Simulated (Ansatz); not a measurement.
Basis sets over 5 cases of the lowest harmonic wavenumber at HF with Ansatz (Al to Cl present), each against its own reference: (a) the value in aug-pcseg-2; (b) the value in pcseg-3 (pcseg sets are built for DFT). By their distance from other large sets or by the extrapolation step the references are unsure by up to roughly 3 cm⁻¹ and lie short of the limit. Each level at its own minimum, unscaled; unrestricted open shells; no added dispersion term; no relativity. Cartesian d functions in some cases of 6-31+G*, 6-31G**, 6-311+G**. (X+d) sets on Al to Cl for cc-pVXZ and aug-cc-pVXZ. 

Cases are drawn at random; left out are references unsure by over 6.7 cm⁻¹, runs with very soft modes, doubtful singlets, and cases whose largest runs show a restricted determinant unstable towards unrestricted orbitals, <S^2> over 0.1 too high or, where CCSD(T) ran, T1 over 0.025 (0.045 for open shells). Sets are drawn from those converged to one state in every case.

Cases (SMILES) and reference values:
- [SiH3] (SiH3), doublet: 881 cm⁻¹ (a)
- [CH](Cl)Cl, doublet: 316 cm⁻¹ (a)
- ClO (OH-Cl): 870 cm⁻¹ (a)
- S (H2S): 1320 cm⁻¹ (b)
- P (PH3): 1101 cm⁻¹ (a)

| basis | functions over def2-SVP (largest species, mean of cases) | mean signed deviation (cm⁻¹) | mean absolute | largest | within 20 cm⁻¹ |
|---|---|---|---|---|---|
| STO-3G | 0.4 | 186 | 191 | 326 | 1 of 5 |
| pcseg-0 | 0.6 | -54 | 57 | 118 | 2 of 5 |
| 3-21G | 0.6 | -44 | 44 | 98 | 2 of 5 |
| def2-SV(P) | 0.8 | 5 | 19 | 35 | 2 of 5 |
| def2-SVP | 1.0 | -7 | 13 | 33 | 4 of 5 |
| pcseg-1 | 1.0 | -5 | 15 | 42 | 4 of 5 |
| 6-31+G* | 1.0 | 13 | 21 | 44 | 3 of 5 |
| 6-31G** | 1.0 | 4 | 15 | 21 | 3 of 5 |
| cc-pVDZ | 1.2 | -7 | 12 | 41 | 4 of 5 |
| def2-SVPD | 1.5 | -8 | 9 | 23 | 4 of 5 |
| 6-311+G** | 1.5 | -5 | 10 | 28 | 4 of 5 |
| def2-TZVP | 1.8 | 2 | 3 | 4 | 5 of 5 |
| 6-311++G(2d,2p) | 2.0 | -5 | 8 | 30 | 4 of 5 |
| pcseg-2 | 2.2 | 0 | 4 | 7 | 5 of 5 |
| def2-TZVPD | 2.3 | 1 | 1 | 3 | 5 of 5 |
| cc-pVTZ | 2.4 | 1 | 2 | 4 | 5 of 5 |
| def2-TZVPP | 2.5 | 1 | 2 | 3 | 5 of 5 |
| jun-cc-pV(T+d)Z | 2.7 | 1 | 1 | 3 | 5 of 5 |
| 6-311++G(3df,3pd) | 2.9 | 1 | 2 | 5 | 5 of 5 |
| def2-TZVPPD | 3.0 | 1 | 2 | 3 | 5 of 5 |

Among the sets for which every case ran a larger relative (same family, alike in diffuse functions, listed or not), the smallest listed that holds all cases within 20 cm⁻¹ together with them is def2-TZVP, at 1.8 times the functions of def2-SVP. Inside, though some case ran no larger relative to test it: pcseg-2, cc-pVTZ, def2-TZVPP, jun-cc-pV(T+d)Z, 6-311++G(3df,3pd), def2-TZVPPD. Largest deviations of relatives not listed, over the cases that ran them: cc-pVQZ 0, aug-cc-pVTZ 2, def2-QZVPP 0, pcseg-3 0, def2-QZVP 0 cm⁻¹. A case lies within its reference's uncertainty of the window's edge in 6-31G**. These figures hold for the cases listed.

Ansatz is a first-principles code.
